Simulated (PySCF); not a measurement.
# Deuteron quadrupole couplings in `C=C(C)PCC`

Species: C₅H₁₁P.
Geometry (GFN2-xTB, Å), atoms numbered from 1 in this order:
```xyz
17
C5H11P angstrom
C     -1.465   -1.372   -0.691
C     -1.121   -0.405    0.149
C     -1.808    0.925    0.186
P      0.148   -0.648    1.452
C      1.487    0.477    0.802
C      1.859    0.245   -0.654
H     -2.259   -1.243   -1.411
H     -0.974   -2.331   -0.691
H     -2.611    0.972   -0.548
H     -1.100    1.728   -0.020
H     -2.224    1.099    1.179
H      0.681   -1.815    0.891
H      2.356    0.317    1.447
H      1.158    1.508    0.960
H      0.999    0.394   -1.303
H      2.646    0.934   -0.958
H      2.220   -0.772   -0.799
```

Level: PBE0/pcSseg-1 (PySCF, non-relativistic); Q(2H) = 0.00286 b; rigid geometry, the same for H and D, with no vibrational averaging.

Task: Rank these positions by the coupling χzz of a deuteron there, largest first.
A. H16 (methyl hydrogen)
B. H12 (P–H hydrogen)
C. H7 (vinylic hydrogen)
D. H14 (methylene hydrogen)

Result: C (224 kHz), A (211 kHz), D (205 kHz), B (131 kHz).

Task: Tabulate Vzz, the asymmetry η and χzz = 234.96 MHz × Q × Vzz for every hydrogen position.

Result: 
| atom | bonded to | bond length (Å) | Vzz (au) | η | χzz (kHz) |
| --- | --- | --- | --- | --- | --- |
| H7 | C1 | 1.079 | 0.3334 | 0.06 | 224 |
| H8 | C1 | 1.078 | 0.3356 | 0.06 | 226 |
| H9 | C3 | 1.088 | 0.3139 | 0.03 | 211 |
| H10 | C3 | 1.090 | 0.3104 | 0.03 | 209 |
| H11 | C3 | 1.090 | 0.3081 | 0.03 | 207 |
| H12 | P4 | 1.400 | 0.1946 | 0.09 | 131 |
| H13 | C5 | 1.094 | 0.3038 | 0.02 | 204 |
| H14 | C5 | 1.094 | 0.3044 | 0.02 | 205 |
| H15 | C6 | 1.088 | 0.3110 | 0.03 | 209 |
| H16 | C6 | 1.089 | 0.3137 | 0.02 | 211 |
| H17 | C6 | 1.089 | 0.3131 | 0.03 | 210 |

Task: Average by the element that carries the hydrogen.

Result: on C: 212 kHz over 10 positions, mean bond length 1.088 Å; on P: 131 kHz over 1 position, mean bond length 1.400 Å.

Task: How does χzz go with the bond length over the 10 C–H bonds?

Result: A straight-line fit has a slope of -13.6 kHz for each 0.01 Å, with a correlation coefficient of -0.99, over lengths from 1.078 to 1.094 Å. The longer bonds have the smaller couplings here.

The structure is a single GFN2-xTB conformer in the gas phase; no vibrational or solvent corrections. GFN2-xTB bond lengths can be off by several hundredths of an ångström, more for odd bonds, and the gradients follow them. With so small a basis the couplings can be 20 % off.
